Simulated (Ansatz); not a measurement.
# AlCP+ (doublet): wave-function methods side by side, def2-TZVPP

One table from this session's results is given with a row withheld; the runs are named, their logs left out.

The runs use Ansatz 0.2.0, Gaussian basis; def2-TZVPP, core rule «outside noble gas», up to 11 orbitals frozen.

Plan: UHF; ROHF; CCSD(T) on UHF.

2 further runs of the same task are left out: 2 set aside as unsound or not needed.

### What is computed

The geometry is a PBE0/def2-TZVP stationary point (not a proven minimum) of the parent state, kept for this charge and spin.

3 atoms, charge 1, spin multiplicity 2.

Atoms are counted from 1 here; the program's logs count them from 0.

Bond lengths: Al1–C2 1.848 Å, C2–P3 1.569 Å. Angles: Al1–C2–P3 180.0°.

Set-up of the first run:

Input file in.yaml:

```yaml
crystal:
  periodic: [false, false, false]
  atoms:
    - {symbol: Al, position_ang: [0.000000, 0.000000, 1.754767]}
    - {symbol: C, position_ang: [0.000000, 0.000000, -0.092933]}
    - {symbol: P, position_ang: [0.000000, 0.000000, -1.661833]}
basis:
  gaussian: {orbitals: def2-TZVPP}
total_charge: 1
magnetization: {spin_polarized: true, initial_magnetization: 1}
hamiltonian: {xc: hf}
output: {orbitals: {seedname: orbitals}}
```

On the command line:

```console
ansatz run in.yaml --threads 1 --pin off --events-out ev --progress --plain --max-ram 2560MiB --backend cpu
```

Steps of the session up to this table: UHF; ROHF; CCSD(T) on UHF.

One table of the session follows, with a row left open; its other results are not shown here.

```
  method  from UCCSD(T) (meV)
    ROHF                    ?
    UMP2              +1612.7
   UCCSD               +627.3
UCCSD(T)                    0
```

Estimate the missing values for ROHF.

**Answer.** from UCCSD(T) (meV): +9426.0. In the column «from UCCSD(T) (meV)» it is the highest.

Left out of the table: UHF (another determinant or state than the rows shown).

Caveats from the session: The determinant is far from a pure spin state, so its energy mixes those of several spin states (harmless only where they are near-degenerate, as at dissociation). Warnings: spin contamination; coupled cluster took another determinant than the lowest.
